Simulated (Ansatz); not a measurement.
# N₂H₃ radical: how energies converge with the basis set

The task here is to estimate one member of a computed series from the others.

Method: one geometry, several basis sets; program: Ansatz 0.2.0, Gaussian basis.

Plan: PBE0-D4/def2-SVP; ωB97M-V/def2-SVP; PBE0-D4/def2-QZVPP; ωB97M-V/def2-QZVPP; CCSD(T)/cc-pV(D+d)Z; CCSD(T)/cc-pV(T+d)Z; CCSD(T)/cc-pV(Q+d)Z; the functionals' def2-TZVPP values are taken from earlier runs.

## The relaxed structure

All runs share one geometry, relaxed beforehand with PBE0-D4 in a triple-zeta def2 set.

SMILES `[NH]N`, 5 atoms, charge 0, spin multiplicity 2.

Atoms are counted from 1 here; the program's logs count them from 0.

Bond lengths: N1–N2 1.338 Å, N1–H3 1.021 Å, N2–H4 1.008 Å, N2–H5 1.012 Å. Angles: N2–N1–H3 106.1°, N1–N2–H4 113.9°, N1–N2–H5 120.8°, H4–N2–H5 114.6°.

Set-up of the first run:

File in.yaml:

```yaml
crystal:
  periodic: [false, false, false]
  atoms:
    - {symbol: N, position_ang: [-0.187713, -0.817923, 0.454316]}
    - {symbol: N, position_ang: [-0.128730, 0.235461, -0.368556]}
    - {symbol: H, position_ang: [0.759859, -0.951123, 0.811313]}
    - {symbol: H, position_ang: [-1.030953, 0.592386, -0.640087]}
    - {symbol: H, position_ang: [0.587527, 0.941189, -0.256985]}
basis:
  gaussian: {orbitals: def2-SVP}
magnetization: {spin_polarized: true, initial_magnetization: 1}
hamiltonian: {xc: pbe0, dispersion: d4}
output: {orbitals: {seedname: orbitals}}
```

Launch:

```bash
$ ansatz run in.yaml --threads 4 --pin off --events-out ev --progress --plain --max-ram 10444MiB
```

Steps of the session up to this table: PBE0-D4 in def2-SVP; ωB97M-V in def2-SVP; PBE0-D4 in def2-QZVPP; ωB97M-V in def2-QZVPP.

One table of the session follows, with a row left open; its other results are not shown here.

| functional | basis | HOMO (eV) |
| --- | --- | --- |
| PBE0-D4 | def2-SVP | ? |
| PBE0-D4 | def2-TZVPP | -5.44 |
| PBE0-D4 | def2-QZVPP | -5.51 |
| ωB97M-V | def2-SVP | -7.32 |
| ωB97M-V | def2-TZVPP | -7.66 |
| ωB97M-V | def2-QZVPP | -7.73 |

**Question.** Estimate the row for PBE0-D4, def2-SVP.

**Answer.** HOMO (eV): -5.11. In the column «HOMO (eV)» it is the highest.
